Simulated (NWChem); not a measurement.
# One shape, several levels: [NO2]+ (SMILES O=[N+]=O)

We compute a comparison of 4 runs (HF/3-21G, B3LYP/6-31G*, B3LYP/def2-TZVPPD, SVWN5/def2-TZVPPD) of [NO2]+. 

Program for the calculation: NWChem 7.3.0.

## (1) The molecule

[NO2]+ has 3 atoms, charge +1, and is taken as a singlet. As SMILES, `O=[N+]=O`. The O1–N2 distance was set to 1.665 Å, away from the relaxed value.

Bond lengths: N2–O3 1.110 Å. A long bond or contact: O1–N2 1.665 Å.

## (2) The energy at HF/3-21G (run 1)

Input file run.py:

```python
from ase import Atoms
from ase.calculators.nwchem import NWChem

system = Atoms(['O', 'N', 'O'], positions=[
    [-0.859484, 1.390565, -0.314377],
    [-0.000010, -0.000010, -0.000000],
    [0.572990, -0.927010, 0.209580],
])

calc = NWChem(
    label='m1',
    theory='scf',
    memory='2200 mb',
    basis='3-21G',
    basispar='spherical bse',
    charge=1,
    scf={'nopen': '0', 'rhf': None, 'thresh': '1e-08', 'maxiter': '80'},
    task='energy',
)
system.calc = calc

print("Total energy (eV):", round(system.get_potential_energy(), 6))
print("dipole (e A):", system.get_dipole_moment().round(4))
```

On the command line:

```
$ export ASE_NWCHEM_COMMAND="nwchem PREFIX.nwi > PREFIX.nwo"
$ python run.py
```

Log:

```text
Total energy (eV): -5507.289077
dipole (e A): [ 0.1084 -0.1754  0.0397]
```

The calculator wrote m1.nwi:

```
title "m1"

permanent_dir m1

scratch_dir m1

start m1

geometry units angstrom nocenter noautosym noautoz
  O  -8.5948400000000003e-01 1.3905650000000001e+00 -3.1437700000000002e-01
  N  -1.0000000000000001e-05 -1.0000000000000001e-05 -0.0000000000000000e+00
  O  5.7299000000000000e-01 -9.2701000000000000e-01 2.0957999999999999e-01
end

charge 1

memory 2200 mb

basis spherical bse noprint
   * library 3-21G
end

scf
  nopen 0
  rhf
  thresh 1e-08
  maxiter 80
end

task scf energy
```

m1.nwo:

```text
Northwest Computational Chemistry Package (NWChem) 7.3.0
             --------------------------------------------------------

           Job information
           ---------------

    nwchem branch   = 7.3.0
    use scalapack   = T
    input           = m1.nwi
    prefix          = m1.
    data base       = m1/m1.db
    status          = startup
    nproc           =        1

           Memory information
           ------------------

    heap     =     72089598 doubles =      550.0 Mbytes
    stack    =     72089595 doubles =      550.0 Mbytes
    global   =    144179200 doubles =     1100.0 Mbytes (distinct from heap & stack)
    total    =    288358393 doubles =     2200.0 Mbytes
    verify   = yes
    hardfail = no

[... 105 lines left out ...]
 Convergence threshold     :          1.000E-08
[... 14 lines left out ...]
       Final RHF  results
[... 3 lines left out ...]
      One-electron energy =   -381.322608291823
[... 1 line left out ...]
 Nuclear repulsion energy =     56.710997427103
[... 29 lines left out ...]
                       ROHF Final Molecular Orbital Analysis
[... 173 lines left out ...]
  Mulliken analysis of the total density
  --------------------------------------

    Atom       Charge   Shell Charges
 -----------   ------   -------------------------------------------------------
    1 O    8     7.92   1.99  0.50  1.84  1.53  2.07
    2 N    7     6.08   1.99  0.53  1.52  1.11  0.93
    3 O    8     8.00   1.99  0.49  1.99  1.60  1.94

       Multipole analysis of the density wrt the origin
       ------------------------------------------------

     L   x y z        total         open         nuclear
     -   - - -        -----         ----         -------
     0   0 0 0      1.000000      0.000000     23.000000

     1   1 0 0      0.204864      0.000000     -4.331294
[... 8 lines of this table left out ...]
     2   0 0 2    -10.079742      0.000000      4.078346

 Task  times  cpu:        0.2s     wall:        0.2s
 Total times  cpu:        0.2s     wall:        0.2s
```

Wall time 1 s (1 thread of Intel Xeon 6975P-C (Granite Rapids), shared host); peak memory 0.1 GiB.

## (3) A single-point energy at B3LYP/6-31G(d) (Cartesian functions) (run 2)

Input file mymol.xyz:

```xyz
3

O     -0.859484     1.390565    -0.314377
N     -0.000010    -0.000010     0.000000
O      0.572990    -0.927010     0.209580
```

Input file run.py:

```python
from ase.io import read
from ase.calculators.nwchem import NWChem

atoms = read('mymol.xyz')

calc = NWChem(
    label='mymol',
    theory='dft',
    memory='2200 mb',
    basis='6-31G*',
    charge=1,
    dft={'xc': 'b3lyp', 'mult': '1', 'grid': 'xfine', 'convergence': 'energy 1e-08', 'iterations': '100', 'mulliken': None},
    task='energy',
)
atoms.calc = calc

e = atoms.get_potential_energy()
print(f"E = {e:.6f} eV")
print("dipole (e A):", atoms.get_dipole_moment().round(4))
```

On the command line:

```
$ export ASE_NWCHEM_COMMAND="nwchem PREFIX.nwi > PREFIX.nwo"
$ python run.py
```

Log:

```text
E = -5566.192483 eV
dipole (e A): [ 0.0534 -0.0865  0.0196]
```

The calculator wrote mymol.nwi:

```
title "mymol"

permanent_dir mymol

scratch_dir mymol

start mymol

geometry units angstrom nocenter noautosym noautoz
  O  -8.5948400000000003e-01 1.3905650000000001e+00 -3.1437700000000002e-01
  N  -1.0000000000000001e-05 -1.0000000000000001e-05 0.0000000000000000e+00
  O  5.7299000000000000e-01 -9.2701000000000000e-01 2.0957999999999999e-01
end

charge 1

memory 2200 mb

basis noprint
   * library 6-31G*
end

dft
  xc b3lyp
  mult 1
  grid xfine
  convergence energy 1e-08
  iterations 100
  mulliken
end

task dft energy
```

mymol.nwo:

```text
Northwest Computational Chemistry Package (NWChem) 7.3.0
             --------------------------------------------------------

           Job information
           ---------------

    nwchem branch   = 7.3.0
    use scalapack   = T
    input           = mymol.nwi
    prefix          = mymol.
    data base       = mymol/mymol.db
    status          = startup
    nproc           =        1

           Memory information
           ------------------

    heap     =     72089598 doubles =      550.0 Mbytes
    stack    =     72089595 doubles =      550.0 Mbytes
    global   =    144179200 doubles =     1100.0 Mbytes (distinct from heap & stack)
    total    =    288358393 doubles =     2200.0 Mbytes
    verify   = yes
    hardfail = no

[... 72 lines left out ...]
  convergence criterion.
[... 18 lines left out ...]
          Convergence on density requested:  1.00D-05
[... 24 lines left out ...]
          Convergence Information
[... 61 lines left out ...]
   convergence    iter        energy       DeltaE   RMS-Dens  Diis-err    time
[... 23 lines left out ...]
           Coulomb energy =      145.712262199396
[... 7 lines left out ...]
                       DFT Final Molecular Orbital Analysis
[... 337 lines left out ...]
 center of mass
 --------------
 x =  -0.18828631 y =   0.30463725 z =  -0.06887138

 moments of inertia (a.u.)
 ------------------
         163.201637918881          95.968213925808         -21.696459222783
          95.968213925808          67.252958461293          35.102412839047
         -21.696459222783          35.102412839047         214.582714690562

     Multipole analysis of the density
     ---------------------------------

     L   x y z        total         alpha         beta         nuclear
     -   - - -        -----         -----         ----         -------
     0   0 0 0      1.000000    -11.000000    -11.000000     23.000000

     1   1 0 0      0.101005      2.216149      2.216149     -4.331294
[... 8 lines of this table left out ...]
     2   0 0 2     -9.880307     -6.979326     -6.979326      4.078346

 Task  times  cpu:        3.9s     wall:        3.9s
 Total times  cpu:        4.0s     wall:        4.0s
```

Run time: 4.8 s. Hardware: 1 thread of Intel Xeon 6975P-C (Granite Rapids), shared host; peak memory 0.12 GiB.

Run 3 isn't shown in full; the table further down has it.

## (4) The energy at SVWN5/def2-TZVPPD (run 4)

Input file run.py:

```python
from ase import Atoms
from ase.calculators.nwchem import NWChem

molecule = Atoms(['O', 'N', 'O'], positions=[
    [-0.859484, 1.390565, -0.314377],
    [-0.000010, -0.000010, -0.000000],
    [0.572990, -0.927010, 0.209580],
])

calc = NWChem(
    label='mymol',
    theory='dft',
    memory='2200 mb',
    basis='def2-TZVPPD',
    basispar='spherical bse',
    charge=1,
    dft={'xc': 'slater vwn_5', 'mult': '1', 'grid': 'fine', 'convergence': 'energy 1e-08', 'iterations': '100', 'mulliken': None},
    task='energy',
)
molecule.calc = calc

e = molecule.get_potential_energy()
print(f"E = {e:.6f} eV")
print("dipole (e A):", molecule.get_dipole_moment().round(4))
```

On the command line:

```
$ export ASE_NWCHEM_COMMAND="nwchem PREFIX.nwi > PREFIX.nwo"
$ python run.py
```

Log:

```text
E = -5528.599724 eV
dipole (e A): [ 0.0314 -0.0507  0.0115]
```

The calculator wrote mymol.nwi:

```
title "mymol"

permanent_dir mymol

scratch_dir mymol

start mymol

geometry units angstrom nocenter noautosym noautoz
  O  -8.5948400000000003e-01 1.3905650000000001e+00 -3.1437700000000002e-01
  N  -1.0000000000000001e-05 -1.0000000000000001e-05 -0.0000000000000000e+00
  O  5.7299000000000000e-01 -9.2701000000000000e-01 2.0957999999999999e-01
end

charge 1

memory 2200 mb

basis spherical bse noprint
   * library def2-TZVPPD
end

dft
  xc slater vwn_5
  mult 1
  grid fine
  convergence energy 1e-08
  iterations 100
  mulliken
end

task dft energy
```

mymol.nwo:

```text
Northwest Computational Chemistry Package (NWChem) 7.3.0
             --------------------------------------------------------

           Job information
           ---------------

    nwchem branch   = 7.3.0
    use scalapack   = T
    input           = mymol.nwi
    prefix          = mymol.
    data base       = mymol/mymol.db
    status          = startup
    nproc           =        1

           Memory information
           ------------------

    heap     =     72089596 doubles =      550.0 Mbytes
    stack    =     72089601 doubles =      550.0 Mbytes
    global   =    144179200 doubles =     1100.0 Mbytes (distinct from heap & stack)
    total    =    288358397 doubles =     2200.0 Mbytes
    verify   = yes
    hardfail = no

[... 72 lines left out ...]
  convergence criterion.
[... 18 lines left out ...]
          Convergence on density requested:  1.00D-05
[... 20 lines left out ...]
          Convergence Information
[... 58 lines left out ...]
   convergence    iter        energy       DeltaE   RMS-Dens  Diis-err    time
[... 17 lines left out ...]
           Coulomb energy =      145.829062749733
[... 7 lines left out ...]
                       DFT Final Molecular Orbital Analysis
[... 848 lines left out ...]
 center of mass
 --------------
 x =  -0.18828631 y =   0.30463725 z =  -0.06887138

 moments of inertia (a.u.)
 ------------------
         163.201637918881          95.968213925808         -21.696459222783
          95.968213925808          67.252958461293          35.102412839047
         -21.696459222783          35.102412839047         214.582714690562

     Multipole analysis of the density
     ---------------------------------

     L   x y z        total         alpha         beta         nuclear
     -   - - -        -----         -----         ----         -------
     0   0 0 0      1.000000    -11.000000    -11.000000     23.000000

     1   1 0 0      0.059265      2.195279      2.195279     -4.331294
[... 8 lines of this table left out ...]
     2   0 0 2     -9.895651     -6.986999     -6.986999      4.078346

 Task  times  cpu:       14.9s     wall:       14.9s
 Total times  cpu:       14.9s     wall:       14.9s
```

Run time: 16 s. Hardware: 1 thread of Intel Xeon 6975P-C (Granite Rapids), shared host; peak memory 0.12 GiB.

## (5) The series

| run | level | Cartesian functions | iteration cap | energy (Eh) | HOMO energy (eV) | LUMO energy (eV) | HOMO–LUMO gap (eV) | wall time |
| --- | --- | --- | --- | --- | --- | --- | --- | --- |
| 1 | HF/3-21G | no | 80 | -202.389142 | -22.49 | -9.14 | 13.35 | 1 s |
| 2 | B3LYP/6-31G* (Cartesian functions) | yes | 100 | -204.553803 | -18.32 | -13.66 | 4.66 | 4.8 s |
| 3 | B3LYP/def2-TZVPPD | no | 100 | -204.646341 | -18.35 | -13.62 | 4.73 | 15 s |
| 4 | SVWN5/def2-TZVPPD | no | 100 | -203.172294 | -17.30 | -15.48 | 1.82 | 16 s |

## (6) Outcome

| quantity | value |
| --- | --- |
| run 4: total energy | -203.17229 Eh |
| run 4: HOMO energy | -17.30 eV |
| run 4: LUMO energy | -15.48 eV |
| run 4: HOMO–LUMO gap | 1.82 eV |

**Reading.** The HOMO–LUMO gap runs from 1.82 eV (SVWN5/def2-TZVPPD) to 13.35 eV (HF/3-21G). The two ends differ in method and basis. Totals of different functionals can't be ranked against each other. All runs together took 37 s, the longest 16 s.
